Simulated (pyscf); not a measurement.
PySCF, gas phase, ωB97X-D3(BJ)/def2-SVP geometries.

Estimate the classical barrier height and the reaction energy of Cl–Si(Cl)(Cl)–Cl + H• -> HCl + Cl–Si•(Cl)–Cl at ωB97M-D3(BJ)/def2-TZVP. The step runs on the doublet surface, breaks Cl–Si and forms Cl–H; take the separated reactants as zero.

ΔE‡ = 20.8 kcal/mol, ΔE = +5.3 kcal/mol. Zero-point energy shifts the barrier by +0.7 kcal/mol. It is an atom transfer, with an imaginary mode of 814i cm⁻¹. One saddle was located; it need not be the lowest between these sides. The angle at the transferred Cl is 180°.
